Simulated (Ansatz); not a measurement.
Antiferromagnetic (type II) rock-salt MnS was calculated with r²SCAN-D4 (Ansatz, a first-principles code, plane waves, PAW).

Numerical settings: plane-wave cutoff 560 eV, 10×10×10 k mesh, Fermi–Dirac smearing 0.01 eV, spin-polarised with opposed moments, scalar-relativistic PAW data made under PBE.

Equation-of-state points:

```tsv
V (Å³/atom)	E − E_lowest (meV/atom)
16.329	7.78
16.669	1.88
17.009	0.00
17.349	1.78
17.690	6.89
```

Question: What bulk modulus B0 and pressure derivative B′ does a third-order Birch–Murnaghan fit give?

Answer: V0 = 17.008 Å³/atom, B0 = 86.1 GPa, B′ = 3.8 (fit to the energies at full precision).

Shape and atoms are relaxed at each volume.

Measured, for comparison: bulk modulus 75 ± 2 GPa (room temperature, not corrected to a static lattice, our sources range from 72.0 to 88.0; as tabulated in Sweeney, Heinz, compression of alpha-MnS (alabandite), Phys. Chem. Miner. 20 …); equilibrium volume per atom 17.57 Å³/atom (4 K, zero-point motion not removed; as tabulated in PSI, practical course at SINQ: magnetic order in MnS). Computed (rounded) less measured: bulk modulus not scored (sources differ), equilibrium volume per atom -3.2 %.

Note: the bulk modulus comes from volumes at which shape and atoms were relaxed.

The computed numbers hold no vibrational or temperature effects.
